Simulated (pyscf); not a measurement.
Routes from H₃C–Al(CH₃)–F (SMILES [CH3][Al]([CH3])[F]) + HCl (SMILES Cl)

Candidate steps break at most two bonds and form at most two. Each was searched with GFN2-xTB (tblite) first. PySCF, gas phase, ωB97X-D3(BJ)/def2-SVP geometries. Energies: ωB97M-D3(BJ)/def2-TZVP, eV, from the separated reactants, singlet surface; ΔG‡ with ideal gas, 1 atm, RRHO with modes under 100 cm⁻¹ raised to 100, one conformer, R ln 2 for chiral ones without a mode under 150 cm⁻¹.

| products | type | ΔE‡ | ΔE | ΔG‡ 298 K | ΔG‡ 900 K | ν‡ (cm⁻¹) |
|---|---|---|---|---|---|---|
| H₃C–Al(CH₃)–Cl + HF | four-centre exchange | -0.12 | +0.24 | – | – | 511i |
| CH₄ + H₃C–Al(F)–Cl | four-centre exchange | 0.09 | -1.77 | 0.51 | 1.43 | 744i |

A dash marks a saddle under its separated products, where this table gives no free-energy barrier. Row 1: On the reactant side the descent ends in an adduct with a Al–Cl contact, 0.41 eV under the separated species and 0.18 eV under the saddle at ωB97X-D3(BJ)/def2-TZVP. On the product side the descent ends in an adduct with a Al–F contact, 0.60 eV under the separated species and 0.22 eV under the saddle at ωB97X-D3(BJ)/def2-TZVP. Row 2: On the reactant side the descent ends in an adduct with a Al–Cl contact (not fully relaxed), 0.41 eV under the separated species and 0.40 eV under the saddle at ωB97X-D3(BJ)/def2-TZVP. On the product side the descent ends in a complex, 0.20 eV under the separated species and 2.01 eV under the saddle at ωB97X-D3(BJ)/def2-TZVP. 

Plain bond fissions and candidates not yet searched are not listed, and one of them may be faster. Each barrier is that of the saddle found; lower ones may exist.
